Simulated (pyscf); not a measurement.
methane (CH₄) + H₃C–Ga=NH -> H₃C–Ga(CH₃)–NH₂, an addition across a multiple bond or ene-type step (singlet surface; C–H broken, C–Ga, H–N formed). Single points on ωB97X-D3(BJ)/def2-SVP structures (PySCF, gas phase). Energies in eV from the separated reactants.

Small-basis levels: PySCF, no dispersion term, spherical d functions. AM1 to PM7: differences of heats of formation from MOPAC, which are fitted to 298 K values and so differ in kind from electronic energies by zero-point and thermal terms. GFN2-xTB: tblite. Cost: rough CPU time at the saddle relative to B3LYP/6-31G*+LANL2DZ, from one job on a shared machine.

| level | barrier | reaction energy | cost |
|---|---|---|---|
| HF/STO-3G | 3.28 | -1.72 | 0.08 |
| PBE/6-31G*+LANL2DZ | 0.96 | -2.02 | 1 |
| PBE/def2-SVP | 0.88 | -1.99 | 3 |
| GFN2-xTB | 1.11 | -1.37 | under 0.02 |
| PM3 | 0.33 | -1.84 | under 0.02 |
| PM6 | 2.06 | -1.85 | under 0.02 |
| PM7 | 1.70 | -2.37 | under 0.02 |
| ωB97M-D3(BJ)/def2-TZVP | 1.09 | -2.24 | – |

Against the last row the barrier runs from -0.76 (PM3) to +2.19 eV (HF/STO-3G). ωB97M-D3(BJ)/def2-TZVP has limits of its own. This is the saddle that the search found; another between the same sides may lie lower. In the def2 sets elements up to Kr have no core potential.
